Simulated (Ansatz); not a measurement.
**Relaxing iron (bcc)**

These are results of Ansatz, DFT, BLYP, plane waves (420 eV) with PAW, scalar-relativistic, not measurements. (PAW data from PBE, frozen cores regenerated.)

k-point mesh 15×15×15, Fermi-Dirac smearing 0.05 eV, starting moments 2.50 μB. Cell and atoms relax.

Starting structure:

```xyz
1
Lattice="-1.4332 1.4332 1.4332 1.4332 -1.4332 1.4332 1.4332 1.4332 -1.4332" Properties=species:S:1:pos:R:3 pbc="T T T"
Fe    0.0000    0.0000    0.0000
```

Question: The pressure at the start is 1.6 GPa. By how much does the volume change?

Answer: From 11.78 to 11.88 Å³ per atom, 0.9 %. The final cell has a = 2.875 Å.

Question: How much energy does the relaxation gain?

Answer: 0.5 meV per atom.

Path of the relaxation (the plane waves are chosen anew near the end, which can shift the energy a little):

```tsv
step	E − E(final) (meV/atom)	V (Å³/atom)	P (GPa)	max force (eV/Å)
0	0.52	11.777	1.57	0.000
1	0.13	11.840	0.62	0.000
2	0.08	11.881	0.01	0.000
3	0.00	11.881	0.02	0.000
```

Question: Which magnetic state does it end in?

Answer: ferromagnetic, net 2.23 μB per atom; moments 2.28 μB.
